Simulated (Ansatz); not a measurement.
Input file:

```yaml
crystal:
  periodic: [false, false, false]
  atoms:
    - {symbol: Ti, position_ang: [0.000000, 0.300000, 2.598600]}
    - {symbol: Ge, position_ang: [0.000000, 0.000000, 2.598600]}
basis:
  gaussian: {orbitals: STO-3G}
total_charge: 1
magnetization: {spin_polarized: false, initial_magnetization: 1}
hamiltonian: {xc: hf}
output: {orbitals: {seedname: orbitals}}
```

```sh
$ ansatz run in.yaml --threads 1 --pin off --events-out ev --progress --plain --max-ram 2393MiB
```

(1) What does the program do with this input?

## Answers

(1) Converged. The input was made wrong on purpose (atoms on top of each other), so the run isn't a sound calculation of what was asked.
```
442 factors; integrals over basis functions are off by at most 3.1e-5 eV
mean field evaluation 1: about -72801.4997 eV, gradient 1.7e2 eV
mean field evaluation 2: about -72802.3139 eV, gradient 1.7e2 eV
mean field evaluation 4: about -72825.2188 eV, gradient 2.3e0 eV
mean field evaluation 8: about -72825.2732 eV, gradient 1.4e-2 eV
mean field evaluation 16: about -72827.0554 eV, gradient 1.4e-1 eV
mean field evaluation 32: about -72826.1128 eV, gradient 2.6e0 eV
a density is far from that of the atoms, so the factors are made again for it
502 factors; integrals over basis functions are off by at most 2.4e-5 eV
mean field -72827.05747594 eV, -2676.3449982884 hartree, gradient 1.5e-5 eV, S^2 0.750000; 0 other end points of the search recorded, 0 dependent functions left out
reference -72827.05747594 eV, -2676.3449982884 hartree; 27, 26 occupied and 9, 10 virtual orbitals, 502 factors
Total energy: -72827.05747594 eV, -2676.3449982884 hartree
```
